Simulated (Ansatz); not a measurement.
```yaml
crystal:
  periodic: [false, false, false]
  atoms:
    - {symbol: Ti, position_ang: [-0.112293, 0.063178, -0.002752]}
    - {symbol: F, position_ang: [1.736013, -0.154696, 0.034875]}
    - {symbol: F, position_ang: [-0.834049, 1.660696, -0.031545]}
    - {symbol: F, position_ang: [-0.619039, -1.665178, 0.003603]}
basis:
  gaussian: {orbitals: def2-TZVP}
magnetization: {spin_polarized: true, initial_magnetization: 3}
hamiltonian: {xc: pbe0}
relax: {f_tol: 0.004, max_steps: 80}
```

```sh
$ ansatz run in.yaml --threads 1 --pin off --events-out ev --progress --plain --max-ram 2176MiB
```

Steps of the relaxation (energy above the last step; positions in Å, forces in eV/Å):

```
4
step 1, 1101.0 meV
Ti   -0.112    0.063   -0.003   -1.583    1.725   -0.047
F     1.736   -0.155    0.035    2.600   -0.708    0.057
F    -0.834    1.661   -0.032   -0.701    1.618   -0.029
F    -0.619   -1.665    0.004   -0.315   -2.635    0.018
```

```
4
step 2, 701.0 meV
Ti   -0.149    0.107   -0.004   -0.954    1.483   -0.032
F     1.762   -0.231    0.036    0.964   -0.648    0.025
F    -0.880    1.738   -0.033   -0.207    0.408   -0.008
F    -0.563   -1.711    0.005    0.197   -1.243    0.015
```

```
4
step 3, 363.8 meV
Ti   -0.219    0.216   -0.006    0.143    0.217    0.001
F     1.742   -0.426    0.038   -0.830   -0.357   -0.013
F    -0.965    1.865   -0.036    0.075   -0.302    0.004
F    -0.387   -1.751    0.009    0.612    0.441    0.008
```

```
4
step 4, 345.4 meV
Ti   -0.213    0.230   -0.008    0.353   -0.266    0.013
F     1.733   -0.432    0.038   -0.828   -0.361   -0.014
F    -0.966    1.850   -0.035   -0.148    0.191   -0.006
F    -0.383   -1.744    0.010    0.623    0.437    0.007
```

```
4
step 8, 0.1 meV
Ti   -0.172    0.328   -0.008   -0.017    0.011    0.002
F     1.546   -0.659    0.036    0.006   -0.013    0.000
F    -1.058    1.896   -0.037    0.006   -0.020   -0.001
F    -0.146   -1.661    0.013    0.004    0.022   -0.001
```

```
4
step 9, 0.0 meV
Ti   -0.166    0.332   -0.006    0.001    0.000    0.000
F     1.550   -0.666    0.036    0.000   -0.001    0.000
F    -1.064    1.891   -0.038   -0.001    0.000    0.000
F    -0.149   -1.653    0.013    0.000    0.001    0.000
```

Close pairs at the end: Ti1–F3 1.800 Å, Ti1–F2 1.985 Å, Ti1–F4 1.986 Å.

A stationary point of unrestricted PBE0 after 9 steps, with ⟨S²⟩ = 3.760 against 3.75 for a pure state; no frequencies were run, so it isn't proven a minimum. 3.3 min on 1 thread of Arm Neoverse V2, shared host.
